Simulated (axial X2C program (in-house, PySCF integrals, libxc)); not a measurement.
**Worked dissociation energy of HF⁻: CCSD(T), without spin–orbit coupling**

Calculated with an in-house all-electron X2C program for linear molecules (integrals from PySCF). Spin-free means the one-electron spin-free X2C Hamiltonian. Basis: F dyall-av3z [7s6p3d2f], H dyall-av3z [7s3p2d] (cores contracted in-house); Gaussian nuclei, density fitting, unrestricted open shells. Masses: F 18.998 u, H 1.008 u.

Molecular state: M_S = 1/2, Λ = 0 (beyond evenly filled blocks: σα).

Correlated methods: 9 electrons correlated (number of frozen shells: F 1 s; H none), 145 virtual spin orbitals or spinors in MP2, 89 natural virtuals in coupled cluster.

* E(F-) (2M_S = 0, M_L = 0): -99.851648 hartree
* E(H) (2M_S = 1, M_L = 0): -0.500005 hartree
* E(HF⁻) at Re: -100.433985 hartree
* ωe: 3814.3 cm⁻¹
* ωexe: 136 cm⁻¹

Q: Work out De and D0.

A: De = -99.851648 + (-0.500005) − (-100.433985) = 0.08233 hartree = 2.240 eV. The zero-point energy is ωe/2 − ωexe/4 = 1873 cm⁻¹ = 0.232 eV, so D0 = 2.008 eV.

The state is a single determinant with fixed occupations, the lowest that a limited PBE0 search found. De is counted from the lowest determinant-based energies of the atoms at the same level, without counterpoise correction. CCSD and (T) use frozen natural virtuals with an MP2 correction for the truncation; (T) itself is uncorrected, so its De runs slightly low. The highest occupied level is positive at some bond lengths even in Hartree–Fock (under at least one Hamiltonian), so the basis set holds the extra electron there; where that holds at Re the anion is at best weakly bound and its constants depend on the basis.

Each atomic determinant is the lowest at this level and need not be a pure term. Totals compare only within one Hamiltonian and basis.
